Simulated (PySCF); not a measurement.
**BF: input and log**

State: ¹Σ⁺ (singlet), closed shell.

An equivalent input (the run itself took its basis sets from the Basis Set Exchange, started from a PBE0 density and held the occupation σ 5α 5β, πx 1α 1β, πy 1α 1β):

```python
from pyscf import gto, dft
mol = gto.M(atom='B 0 0 0; F 0 0 1.289', basis={'B': 'aug-cc-pVDZ', 'F': 'aug-cc-pVDZ'},
            charge=0, spin=0, verbose=4, symmetry='C2v')
mf = dft.UKS(mol, xc='TPSSH')
mf.grids.atom_grid = (80, 434)
mf.grids.prune = dft.gen_grid.treutler_prune
mf.irrep_nelec = {'A1': (5, 5), 'B1': (1, 1), 'B2': (1, 1)}
mf.conv_tol = 1e-9
mf.max_cycle = 60
mf.diis_space = 10
mf.kernel()
```

The log (some set-up lines and the per-cycle HOMO/LUMO lines removed):

```
******** <class 'pyscf.dft.uks_symm.SymAdaptedUKS'> ********
method = SymAdaptedUKS
damping factor = 0
level_shift factor = 0
DIIS = <class 'pyscf.scf.diis.CDIIS'>
diis_start_cycle = 1
diis_space = 10
diis_damp = 0
SCF conv_tol = 1e-09
SCF conv_tol_grad = None
SCF max_cycles = 60
number electrons alpha = 7  beta = 7
Set gradient conv threshold to 3.16228e-05
init E= -124.67027288146
cycle= 1 E= -124.670478331256  delta_E= -0.000205  |g|= 0.00484  |ddm|= 0.094
cycle= 2 E= -124.670472224931  delta_E= 6.11e-06  |g|= 0.00755  |ddm|= 0.0241
cycle= 3 E= -124.670495201776  delta_E= -2.3e-05  |g|= 0.00132  |ddm|= 0.0098
cycle= 4 E= -124.67049586245  delta_E= -6.61e-07  |g|= 9.59e-05  |ddm|= 0.00297
cycle= 5 E= -124.670495865887  delta_E= -3.44e-09  |g|= 2.67e-05  |ddm|= 0.000176
cycle= 6 E= -124.670495866156  delta_E= -2.69e-10  |g|= 2.18e-06  |ddm|= 4.5e-05
Extra cycle  E= -124.670495866152  delta_E= 4.12e-12  |g|= 4.13e-06  |ddm|= 6.52e-06
converged SCF energy = -124.670495866152  <S^2> = -1.687539e-14  2S+1 = 1
```

Repeating this along the bond gives Re = 1.295 Å and ωe = 1282 cm⁻¹.

A point of this curve took 0.69 CPU seconds beside 0.04 for the integrals, on Arm Neoverse V1 (shared host).
